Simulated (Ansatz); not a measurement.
**How methods differ on [BF2]+ (SMILES F[B+]F)**

[BF2]+: 3 atoms, total charge +1, spin state singlet. As SMILES, `F[B+]F`. Geometry: relaxed at GFN2-xTB.

```jsonl
{"atom": "F", "x (Å)": "0.3274", "y (Å)": "1.1339", "z (Å)": "0.3057"}
{"atom": "B", "x (Å)": "0.0007", "y (Å)": "-0.0003", "z (Å)": "0.0004"}
{"atom": "F", "x (Å)": "-0.3281", "y (Å)": "-1.1336", "z (Å)": "-0.3060"}
```

Quantity: the energy change with the F1–B2 bond stretched from 1.219 to 3.048 Å, in eV. The values are calculated.

| level | kind | program | value (eV) | less FCI/STO-3G | CPU time (all runs) |
| --- | --- | --- | --- | --- | --- |
| PBE/STO-3G (restricted) | GGA | Ansatz | 8.84 | +2.46 | 1.4 s |
| r2SCAN/STO-3G (restricted) | meta-GGA | Ansatz | 9.18 | +2.80 | 3.5 s |
| PBE0/STO-3G (restricted) | global hybrid | Ansatz | 9.55 | +3.17 | 1.2 s |
| r2SCAN0/STO-3G (restricted) | hybrid meta-GGA | Ansatz | 9.82 | +3.44 | 3.3 s |
| CAM-B3LYP/STO-3G (restricted) | range-separated hybrid | Ansatz | 9.92 | +3.54 | 1.6 s |
| HSE06/STO-3G (restricted) | range-separated hybrid | Ansatz | 9.53 | +3.15 | 1.7 s |
| wB97X/STO-3G (restricted) | range-separated hybrid | Ansatz | 9.93 | +3.55 | 5.1 s |
| CCSDTQ/STO-3G (restricted) | coupled cluster or CI | Ansatz | 6.40 | +0.02 | 23 s |
| FCI/STO-3G | exact in the basis | Ansatz | 6.38 | 0.00 | 1.9 s |

FCI/STO-3G is exact within its basis and frozen core, so for wave-function methods in that basis the difference is their error; functionals converge differently with the basis, so for them it is only a difference. The first shape isn't each level's own minimum. The values span 6.38 to 9.93 eV. All rows use very small basis sets, so none should be taken for the real molecule's value. In so small a basis fixed costs decide the times, and correlated methods can beat functionals. CPU times are rough (shared hosts, several kinds of processor and program).
